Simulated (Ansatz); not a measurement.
```yaml
crystal:
  periodic: [false, false, false]
  atoms:
    - {symbol: B, position_ang: [0.000000, 0.000000, -2.012254]}
    - {symbol: Al, position_ang: [0.000000, 0.000000, -0.037712]}
    - {symbol: S, position_ang: [0.000000, 0.000000, 2.049966]}
basis:
  gaussian: {orbitals: def2-TZVP}
magnetization: {spin_polarized: true, initial_magnetization: 2}
hamiltonian: {xc: pbe0}
relax: {f_tol: 0.004, max_steps: 80}
```

```sh
$ ansatz run in.yaml --threads 1 --pin off --events-out ev --progress --plain --max-ram 2176MiB
```

Steps of the relaxation (energy above the last step; positions in Å, forces in eV/Å):

```
3
step 1, 120.3 meV
B     0.000    0.000   -2.012    0.000    0.000   -1.223
Al    0.000    0.000   -0.038    0.000    0.000    2.769
S     0.000    0.000    2.050    0.000    0.000   -1.546
```

```
3
step 2, 10.9 meV
B     0.000    0.000   -2.022    0.000    0.000   -0.513
Al    0.000    0.000    0.007    0.000    0.000    0.458
S     0.000    0.000    2.015    0.000    0.000    0.055
```

```
3
step 3, 0.0 meV
B     0.000    0.000   -2.051    0.000    0.000   -0.012
Al    0.000    0.000    0.020    0.000    0.000    0.026
S     0.000    0.000    2.031    0.000    0.000   -0.015
```

```
3
step 4, 0.0 meV
B     0.000    0.000   -2.052    0.000    0.000    0.000
Al    0.000    0.000    0.021    0.000    0.000   -0.003
S     0.000    0.000    2.031    0.000    0.000    0.003
```

Close pairs at the end: Al2–S3 2.010 Å, B1–Al2 2.072 Å.

A stationary point of unrestricted PBE0 after 4 steps, with ⟨S²⟩ = 2.009 against 2.00 for a pure state; no frequencies were run, so it isn't proven a minimum. 23 s on 1 thread of Intel Xeon Platinum 8259CL, shared host.
